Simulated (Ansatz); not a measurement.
# Si2N (quartet): wB97M-V, B2PLYP over vertical spin and charge gaps, def2-QZVPP

How well do these functionals follow the top wave-function level for Si2N (quartet) over vertical spin and charge gaps?

Method: def2-QZVPP, all electrons in the functionals, frozen cores in the correlation of double hybrids and RPA; program: Ansatz 0.2.0, Gaussian basis.

The runs, in order: wB97M-V, B2PLYP, at charge 0, quartet; charge 0, doublet; charge 0, sextet; charge 1, triplet; charge 1, quintet.

5 further runs of the same task are left out: 1 that didn't finish, 4 set aside as unsound or not needed.

## (1) The geometry

The geometry is a PBE0/def2-TZVP stationary point (not a proven minimum).

3 atoms, charge 0, spin multiplicity 4.

Atoms are counted from 1 here; the program's logs count them from 0.

Bond lengths: N1–Si2 1.661 Å, Si2–Si3 2.244 Å. Angles: N1–Si2–Si3 180.0°.

As a file:

```xyz
3
NSi2
N     0.0000    0.0000   -1.8549
Si    0.0000    0.0000   -0.1944
Si    0.0000    0.0000    2.0493
```

No dispersion term is added; wB97M-V holds VV10 nonlocal correlation.

The geometry shown and the zero of energy belong to the point charge 0, quartet. The yardstick, UCCSD(T), and other wave-function levels (R restricted, U unrestricted, valence and pair active spaces) come from earlier runs.

## (2) wB97M-V, charge 0, quartet

The input, in.yaml:

```yaml
crystal:
  periodic: [false, false, false]
  atoms:
    - {symbol: N, position_ang: [0.000000, 0.000000, -1.854900]}
    - {symbol: Si, position_ang: [0.000000, 0.000000, -0.194400]}
    - {symbol: Si, position_ang: [0.000000, 0.000000, 2.049300]}
basis:
  gaussian: {orbitals: "def2-QZVPP.json"}
magnetization: {spin_polarized: true, initial_magnetization: 3}
hamiltonian: {xc: {name: wB97M-V}}
output: {orbitals: {seedname: orbitals}}
```

On the command line:

```bash
> ansatz run in.yaml --threads 1 --pin off --events-out ev --progress --plain --max-ram 2393MiB
```

What it wrote (excerpt; [...] marks lines left out):

```text
Functional definition: wB97M-V
  name "wB97M-V"
  cite "Mardirossian & Head-Gordon, J. Chem. Phys. 144, 214110 (2016) doi:10.1063/1.4952647"
  cite "Becke, J. Chem. Phys. 107, 8554 (1997) doi:10.1063/1.475007"
  cite "Vydrov & Van Voorhis, J. Chem. Phys. 133, 244103 (2010) doi:10.1063/1.3521275"
  # Of w^i u^j: cxij and so on, Table III.
[...]
  gx(w, u) = 1 - cx + cx01*u + cx10*w
  gss(w, u) = css00 + css04*u^4 + css10*w + css20*w^2 + css43*w^4*u^3
  gos(w, u) = cos00 + cos10*w + (cos20 + cos21*u)*w^2 + (cos60 + cos61*u)*w^6
[...]
      + integral(e_c_pw_mod_opposite_spin*gos(b97_w_opposite, b97_u_opposite)) + vv10(b, c)
877 factors; their error is unknown
171 factors; integrals over basis functions are off by at most 9.5e-5 eV
[...]
mean field -17239.42975414 eV, -633.5373581594 hartree, gradient 5.0e-6 eV, S^2 3.777001; 4 other end points of the search recorded, 0 dependent functions left out
reference -17239.42979487 eV, -633.5373596562 hartree; 19, 16 occupied and 178, 181 virtual orbitals, 877 factors
Total energy: -17239.42979487 eV, -633.5373596562 hartree
```

Wall time 2.3 min (1 thread of Arm Neoverse V1, shared host); peak memory 0.76 GiB.

From the report: ⟨S²⟩ of the determinant 3.777 (pure quartet: 3.75).

## (3) wB97M-V, charge 0, doublet

in.yaml, as its differences from that of step 2:

```diff
@@ -8,3 +8,3 @@
   gaussian: {orbitals: "def2-QZVPP.json"}
-magnetization: {spin_polarized: true, initial_magnetization: 3}
+magnetization: {spin_polarized: true, initial_magnetization: 1}
 hamiltonian: {xc: {name: wB97M-V}}
```

Same command.

What it wrote (excerpt; [...] marks lines left out):

```text
Functional definition: wB97M-V
  name "wB97M-V"
  cite "Mardirossian & Head-Gordon, J. Chem. Phys. 144, 214110 (2016) doi:10.1063/1.4952647"
  cite "Becke, J. Chem. Phys. 107, 8554 (1997) doi:10.1063/1.475007"
  cite "Vydrov & Van Voorhis, J. Chem. Phys. 133, 244103 (2010) doi:10.1063/1.3521275"
  # Of w^i u^j: cxij and so on, Table III.
[...]
  gx(w, u) = 1 - cx + cx01*u + cx10*w
  gss(w, u) = css00 + css04*u^4 + css10*w + css20*w^2 + css43*w^4*u^3
  gos(w, u) = cos00 + cos10*w + (cos20 + cos21*u)*w^2 + (cos60 + cos61*u)*w^6
[...]
      + integral(e_c_pw_mod_opposite_spin*gos(b97_w_opposite, b97_u_opposite)) + vv10(b, c)
877 factors; their error is unknown
171 factors; integrals over basis functions are off by at most 9.5e-5 eV
[...]
mean field -17239.85834240 eV, -633.5531084874 hartree, gradient 1.1e-5 eV, S^2 1.372103; 10 other end points of the search recorded, 0 dependent functions left out
reference -17239.85838341 eV, -633.5531099945 hartree; 18, 17 occupied and 179, 180 virtual orbitals, 877 factors
Total energy: -17239.85838341 eV, -633.5531099945 hartree
```

Wall time 2.8 min (1 thread of Arm Neoverse V1, shared host); peak memory 0.76 GiB.

From the report: ⟨S²⟩ of the determinant 1.372 (pure doublet: 0.75). The determinant is far from a pure spin state, so its energy mixes those of several spin states (harmless only where they are near-degenerate, as at dissociation).

From charge 0, quartet: -0.429 eV.

## (4) wB97M-V, charge 0, sextet

in.yaml, as its differences from that of step 3:

```diff
@@ -8,3 +8,3 @@
   gaussian: {orbitals: "def2-QZVPP.json"}
-magnetization: {spin_polarized: true, initial_magnetization: 1}
+magnetization: {spin_polarized: true, initial_magnetization: 5}
 hamiltonian: {xc: {name: wB97M-V}}
```

The command is unchanged.

What it wrote (excerpt; [...] marks lines left out):

```text
Functional definition: wB97M-V
  name "wB97M-V"
  cite "Mardirossian & Head-Gordon, J. Chem. Phys. 144, 214110 (2016) doi:10.1063/1.4952647"
  cite "Becke, J. Chem. Phys. 107, 8554 (1997) doi:10.1063/1.475007"
  cite "Vydrov & Van Voorhis, J. Chem. Phys. 133, 244103 (2010) doi:10.1063/1.3521275"
  # Of w^i u^j: cxij and so on, Table III.
[...]
  gx(w, u) = 1 - cx + cx01*u + cx10*w
  gss(w, u) = css00 + css04*u^4 + css10*w + css20*w^2 + css43*w^4*u^3
  gos(w, u) = cos00 + cos10*w + (cos20 + cos21*u)*w^2 + (cos60 + cos61*u)*w^6
[...]
      + integral(e_c_pw_mod_opposite_spin*gos(b97_w_opposite, b97_u_opposite)) + vv10(b, c)
877 factors; their error is unknown
171 factors; integrals over basis functions are off by at most 9.5e-5 eV
[...]
mean field -17235.89042414 eV, -633.4072901811 hartree, gradient 1.4e-5 eV, S^2 8.755584; 3 other end points of the search recorded, 0 dependent functions left out
reference -17235.89046207 eV, -633.4072915748 hartree; 20, 15 occupied and 177, 182 virtual orbitals, 877 factors
Total energy: -17235.89046207 eV, -633.4072915748 hartree
```

Wall time 2 min (1 thread of Arm Neoverse V1, shared host); peak memory 0.78 GiB.

From the report: ⟨S²⟩ of the determinant 8.756 (pure sextet: 8.75).

From charge 0, quartet: +3.539 eV.

## (5) wB97M-V, charge 1, triplet

in.yaml, as its differences from that of step 4:

```diff
@@ -8,3 +8,4 @@
   gaussian: {orbitals: "def2-QZVPP.json"}
-magnetization: {spin_polarized: true, initial_magnetization: 5}
+total_charge: 1
+magnetization: {spin_polarized: true, initial_magnetization: 2}
 hamiltonian: {xc: {name: wB97M-V}}
```

The command is unchanged.

What it wrote (excerpt; [...] marks lines left out):

```text
Functional definition: wB97M-V
  name "wB97M-V"
  cite "Mardirossian & Head-Gordon, J. Chem. Phys. 144, 214110 (2016) doi:10.1063/1.4952647"
  cite "Becke, J. Chem. Phys. 107, 8554 (1997) doi:10.1063/1.475007"
  cite "Vydrov & Van Voorhis, J. Chem. Phys. 133, 244103 (2010) doi:10.1063/1.3521275"
  # Of w^i u^j: cxij and so on, Table III.
[...]
  gx(w, u) = 1 - cx + cx01*u + cx10*w
  gss(w, u) = css00 + css04*u^4 + css10*w + css20*w^2 + css43*w^4*u^3
  gos(w, u) = cos00 + cos10*w + (cos20 + cos21*u)*w^2 + (cos60 + cos61*u)*w^6
[...]
      + integral(e_c_pw_mod_opposite_spin*gos(b97_w_opposite, b97_u_opposite)) + vv10(b, c)
877 factors; their error is unknown
171 factors; integrals over basis functions are off by at most 9.5e-5 eV
[...]
mean field -17230.94579208 eV, -633.2255783043 hartree, gradient 4.3e-6 eV, S^2 2.115844; 6 other end points of the search recorded, 0 dependent functions left out
reference -17230.94583923 eV, -633.2255800371 hartree; 18, 16 occupied and 179, 181 virtual orbitals, 877 factors
Total energy: -17230.94583923 eV, -633.2255800371 hartree
```

It took 2.3 min on 1 thread of Arm Neoverse V1, shared host; peak memory 0.77 GiB.

From the report: ⟨S²⟩ of the determinant 2.116 (pure triplet: 2.00).

From charge 0, quartet: +8.484 eV.

## (6) wB97M-V, charge 1, quintet

in.yaml, as its differences from that of step 5:

```diff
@@ -9,3 +9,3 @@
 total_charge: 1
-magnetization: {spin_polarized: true, initial_magnetization: 2}
+magnetization: {spin_polarized: true, initial_magnetization: 4}
 hamiltonian: {xc: {name: wB97M-V}}
```

Launched as before.

What it wrote (excerpt; [...] marks lines left out):

```text
Functional definition: wB97M-V
  name "wB97M-V"
  cite "Mardirossian & Head-Gordon, J. Chem. Phys. 144, 214110 (2016) doi:10.1063/1.4952647"
  cite "Becke, J. Chem. Phys. 107, 8554 (1997) doi:10.1063/1.475007"
  cite "Vydrov & Van Voorhis, J. Chem. Phys. 133, 244103 (2010) doi:10.1063/1.3521275"
  # Of w^i u^j: cxij and so on, Table III.
[...]
  gx(w, u) = 1 - cx + cx01*u + cx10*w
  gss(w, u) = css00 + css04*u^4 + css10*w + css20*w^2 + css43*w^4*u^3
  gos(w, u) = cos00 + cos10*w + (cos20 + cos21*u)*w^2 + (cos60 + cos61*u)*w^6
[...]
      + integral(e_c_pw_mod_opposite_spin*gos(b97_w_opposite, b97_u_opposite)) + vv10(b, c)
877 factors; their error is unknown
171 factors; integrals over basis functions are off by at most 9.5e-5 eV
[...]
mean field -17230.05711600 eV, -633.1929200610 hartree, gradient 4.6e-6 eV, S^2 6.011847; 2 other end points of the search recorded, 0 dependent functions left out
reference -17230.05716261 eV, -633.1929217737 hartree; 19, 15 occupied and 178, 182 virtual orbitals, 877 factors
Total energy: -17230.05716261 eV, -633.1929217737 hartree
```

It took 97 s on 1 thread of Arm Neoverse V1, shared host; peak memory 0.75 GiB.

From the report: ⟨S²⟩ of the determinant 6.012 (pure quintet: 6.00).

From charge 0, quartet: +9.373 eV.

## (7) B2PLYP, charge 0, quartet

The input, in.yaml:

```yaml
crystal:
  periodic: [false, false, false]
  atoms:
    - {symbol: N, position_ang: [0.000000, 0.000000, -1.854900]}
    - {symbol: Si, position_ang: [0.000000, 0.000000, -0.194400]}
    - {symbol: Si, position_ang: [0.000000, 0.000000, 2.049300]}
basis:
  gaussian: {orbitals: "def2-QZVPP.json"}
magnetization: {spin_polarized: true, initial_magnetization: 3}
hamiltonian: {xc: {name: B2PLYP}}
correlation: {electrons: outside_noble_gas}
```

The command is unchanged.

What it wrote (excerpt; [...] marks lines left out):

```text
Functional definition: B2PLYP
  name "B2PLYP"
  cite "Grimme, J. Chem. Phys. 124, 034108 (2006) doi:10.1063/1.2148954"
  cite "Becke, Phys. Rev. A 38, 3098 (1988) doi:10.1103/PhysRevA.38.3098"
  cite "Lee, Yang & Parr, Phys. Rev. B 37, 785 (1988) doi:10.1103/PhysRevB.37.785"
[...]
1180 factors; integrals over basis functions are off by at most 8.4e-4 eV
[...]
mean field -17230.11586440 eV, -633.1950790246 hartree, gradient 1.0e-6 eV, S^2 3.828109; 7 other end points of the search recorded, 0 dependent functions left out
11 core orbitals not correlated: weight in the atoms' cores, before any rotation towards them, 1.000 or more for the frozen orbitals, at most 0.000 for the correlated occupied ones
reference -17230.11599624 eV, -633.1950838696 hartree; 8, 5 occupied and 178, 181 virtual orbitals, 1180 factors
second order -12.37903740 eV of doubles, -0.00000000 eV of singles
Total energy: -17233.45833634 eV, -633.3179126027 hartree
```

Run time: 63 s. Hardware: 1 thread of Arm Neoverse V1, shared host; peak memory 0.58 GiB.

From the report: ⟨S²⟩ of the determinant 3.828 (pure quartet: 3.75).

## (8) B2PLYP, charge 0, doublet

in.yaml, as its differences from that of step 7:

```diff
@@ -8,3 +8,3 @@
   gaussian: {orbitals: "def2-QZVPP.json"}
-magnetization: {spin_polarized: true, initial_magnetization: 3}
+magnetization: {spin_polarized: true, initial_magnetization: 1}
 hamiltonian: {xc: {name: B2PLYP}}
```

Launched as before.

What it wrote (excerpt; [...] marks lines left out):

```text
Functional definition: B2PLYP
  name "B2PLYP"
  cite "Grimme, J. Chem. Phys. 124, 034108 (2006) doi:10.1063/1.2148954"
  cite "Becke, Phys. Rev. A 38, 3098 (1988) doi:10.1103/PhysRevA.38.3098"
  cite "Lee, Yang & Parr, Phys. Rev. B 37, 785 (1988) doi:10.1103/PhysRevB.37.785"
[...]
1180 factors; integrals over basis functions are off by at most 8.4e-4 eV
[...]
mean field -17230.43721663 eV, -633.2068885012 hartree, gradient 2.8e-6 eV, S^2 1.614613; 12 other end points of the search recorded, 0 dependent functions left out
11 core orbitals not correlated: weight in the atoms' cores, before any rotation towards them, 1.000 or more for the frozen orbitals, at most 0.000 for the correlated occupied ones
reference -17230.43734583 eV, -633.2068932494 hartree; 7, 6 occupied and 179, 180 virtual orbitals, 1180 factors
second order -12.97753606 eV of doubles, -0.00000000 eV of singles
Total energy: -17233.94128057 eV, -633.3356604760 hartree
```

Run time: 73 s. Hardware: 1 thread of Arm Neoverse V1, shared host; peak memory 0.58 GiB.

From the report: ⟨S²⟩ of the determinant 1.615 (pure doublet: 0.75). The determinant is far from a pure spin state, so its energy mixes those of several spin states (harmless only where they are near-degenerate, as at dissociation).

From charge 0, quartet: -0.483 eV.

## (9) B2PLYP, charge 0, sextet

in.yaml, as its differences from that of step 8:

```diff
@@ -8,3 +8,3 @@
   gaussian: {orbitals: "def2-QZVPP.json"}
-magnetization: {spin_polarized: true, initial_magnetization: 1}
+magnetization: {spin_polarized: true, initial_magnetization: 5}
 hamiltonian: {xc: {name: B2PLYP}}
```

Launched as before.

What it wrote (excerpt; [...] marks lines left out):

```text
Functional definition: B2PLYP
  name "B2PLYP"
  cite "Grimme, J. Chem. Phys. 124, 034108 (2006) doi:10.1063/1.2148954"
  cite "Becke, Phys. Rev. A 38, 3098 (1988) doi:10.1103/PhysRevA.38.3098"
  cite "Lee, Yang & Parr, Phys. Rev. B 37, 785 (1988) doi:10.1103/PhysRevB.37.785"
[...]
1180 factors; integrals over basis functions are off by at most 8.4e-4 eV
[...]
mean field -17226.91320965 eV, -633.0773836334 hartree, gradient 1.7e-6 eV, S^2 8.766293; 14 other end points of the search recorded, 0 dependent functions left out
11 core orbitals not correlated: weight in the atoms' cores, before any rotation towards them, 1.000 or more for the frozen orbitals, at most 0.000 for the correlated occupied ones
reference -17226.91333708 eV, -633.0773883163 hartree; 9, 4 occupied and 177, 182 virtual orbitals, 1180 factors
second order -10.43160711 eV of doubles, -0.00000000 eV of singles
Total energy: -17229.72987100 eV, -633.1808940288 hartree
```

It took 1.8 min on 1 thread of Arm Neoverse V1, shared host; peak memory 0.57 GiB.

From the report: ⟨S²⟩ of the determinant 8.766 (pure sextet: 8.75).

From charge 0, quartet: +3.728 eV.

## (10) B2PLYP, charge 1, triplet

in.yaml, as its differences from that of step 9:

```diff
@@ -8,3 +8,4 @@
   gaussian: {orbitals: "def2-QZVPP.json"}
-magnetization: {spin_polarized: true, initial_magnetization: 5}
+total_charge: 1
+magnetization: {spin_polarized: true, initial_magnetization: 2}
 hamiltonian: {xc: {name: B2PLYP}}
```

Same command.

What it wrote (excerpt; [...] marks lines left out):

```text
Functional definition: B2PLYP
  name "B2PLYP"
  cite "Grimme, J. Chem. Phys. 124, 034108 (2006) doi:10.1063/1.2148954"
  cite "Becke, Phys. Rev. A 38, 3098 (1988) doi:10.1103/PhysRevA.38.3098"
  cite "Lee, Yang & Parr, Phys. Rev. B 37, 785 (1988) doi:10.1103/PhysRevB.37.785"
[...]
1180 factors; integrals over basis functions are off by at most 8.4e-4 eV
[...]
mean field -17221.92277543 eV, -632.8939885587 hartree, gradient 6.6e-6 eV, S^2 2.524193; 15 other end points of the search recorded, 0 dependent functions left out
11 core orbitals not correlated: weight in the atoms' cores, before any rotation towards them, 1.000 or more for the frozen orbitals, at most 0.000 for the correlated occupied ones
reference -17221.92291557 eV, -632.8939937087 hartree; 7, 5 occupied and 179, 181 virtual orbitals, 1180 factors
second order -10.86873061 eV of doubles, -0.00000000 eV of singles
Total energy: -17224.85747284 eV, -633.0018366991 hartree
```

It took 2 min on 1 thread of Arm Neoverse V1, shared host; peak memory 0.69 GiB.

From the report: ⟨S²⟩ of the determinant 2.524 (pure triplet: 2.00). The determinant is far from a pure spin state, so its energy mixes those of several spin states (harmless only where they are near-degenerate, as at dissociation).

From charge 0, quartet: +8.601 eV.

## (11) B2PLYP, charge 1, quintet

in.yaml, as its differences from that of step 10:

```diff
@@ -9,3 +9,3 @@
 total_charge: 1
-magnetization: {spin_polarized: true, initial_magnetization: 2}
+magnetization: {spin_polarized: true, initial_magnetization: 4}
 hamiltonian: {xc: {name: B2PLYP}}
```

The command is unchanged.

What it wrote (excerpt; [...] marks lines left out):

```text
Functional definition: B2PLYP
  name "B2PLYP"
  cite "Grimme, J. Chem. Phys. 124, 034108 (2006) doi:10.1063/1.2148954"
  cite "Becke, Phys. Rev. A 38, 3098 (1988) doi:10.1103/PhysRevA.38.3098"
  cite "Lee, Yang & Parr, Phys. Rev. B 37, 785 (1988) doi:10.1103/PhysRevB.37.785"
[...]
1180 factors; integrals over basis functions are off by at most 8.4e-4 eV
[...]
mean field -17221.29593579 eV, -632.8709526265 hartree, gradient 1.1e-6 eV, S^2 6.037037; 5 other end points of the search recorded, 0 dependent functions left out
11 core orbitals not correlated: weight in the atoms' cores, before any rotation towards them, 1.000 or more for the frozen orbitals, at most 0.000 for the correlated occupied ones
reference -17221.29607253 eV, -632.8709576517 hartree; 8, 4 occupied and 178, 182 virtual orbitals, 1180 factors
second order -9.78712711 eV of doubles, -0.00000000 eV of singles
Total energy: -17223.93859685 eV, -632.9680686293 hartree
```

It took 41 s on 1 thread of Arm Neoverse V1, shared host; peak memory 0.57 GiB.

From the report: ⟨S²⟩ of the determinant 6.037 (pure quintet: 6.00).

From charge 0, quartet: +9.520 eV.

## (12) The comparison

No level is safe as a reference over these points; UCCSD(T) serves as a yardstick only. It comes from earlier runs at the same points. Energies in eV, counted from charge 0, quartet; blanks weren't run or aren't comparable.

| level | quartet to doublet | quartet to sextet | ionisation to the triplet cation | ionisation to the quintet cation |
| --- | --- | --- | --- | --- |
| UCCSD(T) | -0.697 |  |  | 9.556 |
| wB97M-V | -0.429 | 3.539 | 8.484 | 9.373 |
| B2PLYP | -0.483 | 3.728 | 8.601 | 9.520 |

Largest miss and mean time a point (UCCSD(T) took 4.4 min a point; shared hosts):

| level | largest miss (eV) | where | time a point |
| --- | --- | --- | --- |
| wB97M-V | +0.268 | quartet to doublet | 2.2 min |
| B2PLYP | +0.214 | quartet to doublet | 81 s |

## (13) Summary of results

```
                                  quantity                           value
              quartet to doublet, UCCSD(T)                       -0.697 eV
ionisation to the quintet cation, UCCSD(T)                        9.556 eV
                     largest miss, wB97M-V  +0.268 eV (quartet to doublet)
                      largest miss, B2PLYP  +0.214 eV (quartet to doublet)
```

**Reading.** Misses are known at 2 of 4 points at best, and only functionals with that many are ranked. Of the functionals, B2PLYP keep the smallest largest miss at the points compared (at most 0.214 eV) and wB97M-V strays most (0.268 eV, at quartet to doublet). wB97M-V, B2PLYP clearly break the spin symmetry at some points (⟨S²⟩ up to 0.86 above the pure value), so energy there is bought with a mixed spin. Functionals and the yardstick converge differently with the basis, so part of each miss in def2-QZVPP is the basis. The yardstick itself may be off where one determinant is a poor start.
